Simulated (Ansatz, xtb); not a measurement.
A geometry optimisation of C2H2Mg with r2SCAN-D4/def2-SVP

The starting geometry of this gas-phase singlet was built from a drawn formula by distance geometry and a force field; its bonds are those of `[CH]1=[CH][Mg]1`.

```yaml
atoms:
  - { symbol: C, position_ang: [-0.7491, 1.3060, -1.5196] }
  - { symbol: C, position_ang: [0.4441, 0.6616, -1.4275] }
  - { symbol: Mg, position_ang: [0.7175, 2.5754, -2.0858] }
  - { symbol: H, position_ang: [-1.8336, 1.2904, -1.3344] }
  - { symbol: H, position_ang: [0.9728, -0.2031, -1.2234] }
```

Problem. Predict what it relaxes into with r2SCAN-D4/def2-SVP.

Solution. It keeps its bonds, and is `[CH]1=[CH][Mg]1`.

The energy falls by 0.70 eV over 14 steps:

```tsv
step	E − E(last) (eV)
1	0.702
2	0.313
4	0.119
5	0.102
7	0.049
8	0.041
10	0.005
11	0.000
13	0.000
14	0.000
```

Final geometry (Å):

| atom | x (Å) | y (Å) | z (Å) |
| --- | --- | --- | --- |
| C | -0.6987 | 1.4586 | -1.5480 |
| C | 0.5218 | 0.7978 | -1.4900 |
| Mg | 0.7706 | 2.6617 | -2.1265 |
| H | -1.6503 | 0.9675 | -1.2669 |
| H | 0.6083 | -0.2553 | -1.1594 |

From the same start GFN2-xTB ends elsewhere, differing in C2–Mg3 (3.15 against 1.99 Å here).

No frequencies were run, so the end isn't proven a minimum. Run with Ansatz 0.2.0, 13 s on 2 threads of Intel(R) Xeon(R) Processor @ 2.70GHz, with other jobs on the host.
